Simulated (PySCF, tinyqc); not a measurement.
G0W0 on RHF in the sto-6g basis, for LiH, spin multiplicity 1, step by step. The lowest restricted solution is unstable here: a spin-polarised one lies 0.0013 hartree lower (PySCF). One step of it, computed by the program tinyqc.

Task: G0W0 on Hartree-Fock: HOMO. W(p,q,m) = sqrt2 sum_ia (pq|ia) (X+Y)_ia,m; Sigma_c(x) = sum_(i,m) W^2/(x - e_i + w_m) + sum_(a,m) W^2/(x - e_a - w_m); solve x = e_p + Sigma_c(x) by Newton steps; Z = 1/(1 - dSigma/dx); 1 hartree = 27.211386 eV.

orbital energies (hartree): [-2.405098, -0.239655, 0.071192, 0.159112, 0.159112, 0.399404]

Two-electron integrals over orbitals (pq|rs), unique and non-zero (hartree):
```
(11|11) 1.665274    (21|11) -0.098009   (21|21) 0.010255    (22|11) 0.316068
(22|21) 0.002980    (22|22) 0.455238    (31|11) -0.144764   (31|21) 0.010986
(31|22) -0.011159   (31|31) 0.023272    (32|11) 0.028531    (32|21) -0.002580
(32|22) -0.057225   (32|31) -0.000548   (32|32) 0.019658    (33|11) 0.395683
(33|21) -0.008935   (33|22) 0.211656    (33|31) 0.000781    (33|32) 0.013991
(33|33) 0.330537    (41|41) 0.010037    (42|41) 0.007103    (42|42) 0.020783
(43|41) 0.010372    (43|42) 0.020021    (43|43) 0.041672    (44|11) 0.396970
(44|21) -0.003336   (44|22) 0.245386    (44|31) -0.004797   (44|32) 0.013148
(44|33) 0.280417    (44|44) 0.313125    (51|51) 0.010037    (52|51) 0.007103
(52|52) 0.020783    (53|51) 0.010372    (53|52) 0.020021    (53|53) 0.041672
(54|54) 0.016875    (55|11) 0.396970    (55|21) -0.003336   (55|22) 0.245386
(55|31) -0.004797   (55|32) 0.013148    (55|33) 0.280417    (55|44) 0.279374
(55|55) 0.313125    (61|11) 0.072160    (61|21) -0.009699   (61|22) -0.007369
(61|31) -0.005202   (61|32) 0.002688    (61|33) 0.011992    (61|44) 0.001513
(61|55) 0.001513    (61|61) 0.011590    (62|11) -0.080653   (62|21) 0.001591
(62|22) 0.110705    (62|31) 0.004152    (62|32) -0.042911   (62|33) -0.020181
(62|44) -0.036681   (62|55) -0.036681   (62|61) 0.000811    (62|62) 0.131959
(63|11) 0.020133    (63|21) -0.002028   (63|22) -0.056336   (63|31) 0.004235
(63|32) 0.015623    (63|33) 0.036549    (63|44) 0.007242    (63|55) 0.007242
(63|61) 0.004239    (63|62) -0.037635   (63|63) 0.029585    (64|41) -0.005909
(64|42) -0.018462   (64|43) -0.012301   (64|64) 0.019498    (65|51) -0.005909
(65|52) -0.018462   (65|53) -0.012301   (65|65) 0.019498    (66|11) 0.355800
(66|21) 0.000990    (66|22) 0.426041    (66|31) -0.010747   (66|32) -0.046905
(66|33) 0.238097    (66|44) 0.259620    (66|55) 0.259620    (66|61) -0.005106
(66|62) 0.099492    (66|63) -0.045074   (66|66) 0.421374
```

excitation energies w (hartree): [0.334398, 0.438223, 0.438223, 0.868831, 2.522056, 2.584231, 2.584231, 2.827915]

X + Y, order 1>3, 1>4, 1>5, 1>6, 2>3, 2>4, 2>5, 2>6:
```
[[-0.000290, 0.000000, 0.000000, -0.006321, 0.990321, 0.000000, 0.000000, -0.031368],
 [0.000000, -0.005106, -0.009419, 0.000000, 0.000000, 0.995262, 0.041076, 0.000000],
 [0.000000, -0.009419, 0.005106, 0.000000, 0.000000, -0.041076, 0.995262, 0.000000],
 [-0.003854, 0.000000, 0.000000, -0.000822, 0.035347, 0.000000, 0.000000, 0.995291],
 [0.957196, 0.000000, 0.000000, -0.071676, -0.000105, 0.000000, 0.000000, 0.000423],
 [0.000000, 0.454604, 0.838620, 0.000000, 0.000000, 0.001738, 0.000072, 0.000000],
 [0.000000, 0.838620, -0.454604, 0.000000, 0.000000, -0.000072, 0.001738, 0.000000],
 [0.165654, 0.000000, 0.000000, 0.851450, 0.001887, 0.000000, 0.000000, 0.000232]]
```

Give: The 12 largest terms at x = e_p; Newton steps; quasiparticle energy of the HOMO; Hartree-Fock value.

Result:

The 12 largest terms at x = e_p (hartree; W for the signs of X + Y given):
```
q  m        W       term
2  4   0.1392     0.0223
6  4   0.1632    -0.0177
2  1  -0.0515     0.0079
3  4  -0.0537    -0.0024
6  1  -0.0272    -0.0008
5  2   0.0246    -0.0007
4  3   0.0246    -0.0007
3  1   0.0165  -4.24e-04
4  2   0.0133  -2.12e-04
5  3  -0.0133  -2.12e-04
2  5  -0.0157   9.76e-05
1  5   0.0149   4.74e-05
```

Newton steps (hartree):
```
step        x  Sigma_c(x)       Z
0     -0.2397      0.0072  0.9373
1     -0.2329      0.0068  0.9383
2     -0.2329      0.0068  0.9383
```

quasiparticle energy of the HOMO = -6.3371 eV

Hartree-Fock value = -6.5214 eV
